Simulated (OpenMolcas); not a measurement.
A ladder of methods for AlH3 (SMILES [AlH3])

AlH3 has 4 atoms, charge 0, and is taken as a singlet. SMILES: `[AlH3]`. The shape is that of a PBE0-D4/def2-TZVP optimisation.

```xyz
4

Al    0.0137   -0.0148   -0.0051
H     0.6332    0.6709    1.2836
H    -1.3408   -0.8320    0.1051
H     0.7494    0.1157   -1.4039
```

Quantity: the energy change with the Al1–H3 bond stretched from 1.586 to 1.982 Å, in eV. The values are calculated.

```csv
level,kind,program,value (eV),less FCI/pcseg-0,CPU time (all runs)
HF/pcseg-0 (restricted),Hartree–Fock,OpenMolcas,0.65,+0.14,2.9 s
SVWN5/pcseg-0 (restricted),LDA,OpenMolcas,0.52,+0.01,5.8 s
PBE/pcseg-0 (restricted),GGA,OpenMolcas,0.52,+0.01,6.8 s
r2SCAN/pcseg-0 (restricted),meta-GGA,OpenMolcas,0.57,+0.06,8 s
B3LYP/pcseg-0 (restricted),global hybrid,OpenMolcas,0.60,+0.09,6.9 s
MP2/pcseg-0 (restricted),perturbation theory,OpenMolcas,0.60,+0.09,3 s
CCSD(T)/pcseg-0 (restricted),coupled cluster or CI,OpenMolcas,0.52,+0.01,4 s
FCI/3-21G,exact in the basis,OpenMolcas,0.49,-0.02,7.5 s
FCI/pcseg-0,exact in the basis,OpenMolcas,0.51,0.00,6.8 s
```

FCI/pcseg-0 is exact within its basis and frozen core, so for wave-function methods in that basis the difference is their error; functionals converge differently with the basis, so for them it is only a difference. The first shape isn't each level's own minimum. The values span 0.49 to 0.65 eV. All rows use very small basis sets, so even the best lies far from the true value. Times are those of the runs behind each value, whatever else they computed, on shared processors of several kinds: orders of magnitude only.
